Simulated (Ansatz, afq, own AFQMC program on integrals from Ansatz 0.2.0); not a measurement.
NH⁻, doublet in 6-31++G**, levels against full CI

```csv
atom,x (Å),y (Å),z (Å)
N,0.0000,0.0000,0.0000
H,0.0000,0.0000,1.3990
```

Basis 6-31++G**. Noble-gas cores (and the filled d shells of Ga–Kr and In–Xe) are frozen. AFQMC by an in-house program on the Cholesky factors that Ansatz 0.2.0 writes for its CCSD(T) run. The CISD trial takes its coefficients from CCSD amplitudes. Released means that phaseless walkers are propagated on without the constraint, phases kept. ± is one standard error of the sampling.

Determinant: UHF, the one that the program's search chose, which needn't be the lowest solution. The geometry is a point of a scan.

Full CI on the same integrals is exact in this basis and with this determinant's frozen core.

Cautions: an unrestricted solution with more broken spin lies lower (61 meV, ⟨S²⟩ 1.81); strong correlation (T1 0.053, weight of the determinant 0.87, largest double 0.11); unrestricted determinant spin contaminated (⟨S²⟩ 0.91 against 0.75).

```
T1 diagnostic                               : 0.0529
weight of the determinant in the CISD state : 0.874
⟨S²⟩ of the determinant                     : 0.908
size of the correlated space                : 7 electrons in 24 orbitals
```

| level | correlation energy (eV) |
| --- | --- |
| MP2 | -4.1428 |
| CCSD | -4.8159 |
| CCSD(T) | -4.9740 |

**Question.** Estimate where phaseless AFQMC with the Hartree–Fock trial lies against CCSD(T) on the same integrals.

**Answer.** 0.35 ± 0.49 kcal/mol above CCSD(T). The gap is under twice the noise, so this walk alone can't tell the two apart.

Reference: full CI, correlation energy -5.021 eV. The released energy is read at 2.40 1/Eh (meV from the phaseless value at times in 1/Eh: -7 ± 5 at 0.24, -8 ± 4 at 0.51, -15 ± 3 at 0.99, -21 ± 3 at 1.62, -15 ± 3 at 2.40).

```csv
level,E − E(reference) (kcal/mol),share of correlation (%)
CCSD(T),1.09,99.06
CCSDT,0.44,99.62
CCSDT(Q),0.00,100.00
CCSDTQ,0.03,99.97
ph-AFQMC/HF,1.44 ± 0.49,98.75
ph-AFQMC/CISD,0.46 ± 0.12,99.60
released AFQMC,0.11 ± 0.07,99.90
```

CCSDT and higher add their correlation energy to the determinant of the CCSD(T) run, since their own runs factorise the integrals more tightly (a shift of under 2 meV). A walk keeps the symmetry of its determinant, which the program's search chose and which needn't be the lowest solution, so a lower state of the same spin and another symmetry isn't excluded. Released energies are given only where the last usable release times agree within the noise; a slower fall can still hide under it.
